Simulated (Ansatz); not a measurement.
# AlPN+ (triplet): the correlation ladder, def2-QZVPP

An exercise on one series of results from a longer session: the logs are not shown, and one member is left open.

The runs use Ansatz 0.2.0, Gaussian basis; def2-QZVPP, core rule «outside noble gas», up to 11 orbitals frozen.

The runs, in order: UHF; ROHF; CCSD(T) on UHF.

2 further runs of the same task are left out: 2 set aside as unsound or not needed.

## What is computed

The geometry is a PBE0/def2-TZVP stationary point (not a proven minimum) of the parent state, kept for this charge and spin.

3 atoms, charge 1, spin multiplicity 3.

Atoms are counted from 1 here; the program's logs count them from 0.

Bond lengths: Al1–N3 1.822 Å, P2–N3 1.528 Å. Angles: Al1–N3–P2 180.0°.

The first run:

File in.yaml:

```yaml
crystal:
  periodic: [false, false, false]
  atoms:
    - {symbol: Al, position_ang: [0.000000, 0.000000, 1.723793]}
    - {symbol: P, position_ang: [0.000000, 0.000000, -1.626028]}
    - {symbol: N, position_ang: [0.000000, 0.000000, -0.097765]}
basis:
  gaussian: {orbitals: "def2-QZVPP.json"}
total_charge: 1
magnetization: {spin_polarized: true, initial_magnetization: 2}
hamiltonian: {xc: hf}
output: {orbitals: {seedname: orbitals}}
```

The run is started by

```bash
$ ansatz run in.yaml --threads 1 --pin off --events-out ev --progress --plain --max-ram 2393MiB
```

Among the steps run: UHF; ROHF; CCSD(T) on UHF.

One table of the session follows, with a row left open; its other results are not shown here.

It belongs to the step «Misses and costs». 

| method | from UCCSD(T) (meV) |
| --- | --- |
| ROHF | +11050.4 |
| UHF | +10867.4 |
| UMP2 | +917.9 |
| UCCSD | ? |
| UCCSD(T) | 0 |

Estimate the missing values for UCCSD.

**Answer.** from UCCSD(T) (meV): +653.4. In the column «from UCCSD(T) (meV)» it lies between UCCSD(T) (0) and UMP2 (+917.9).
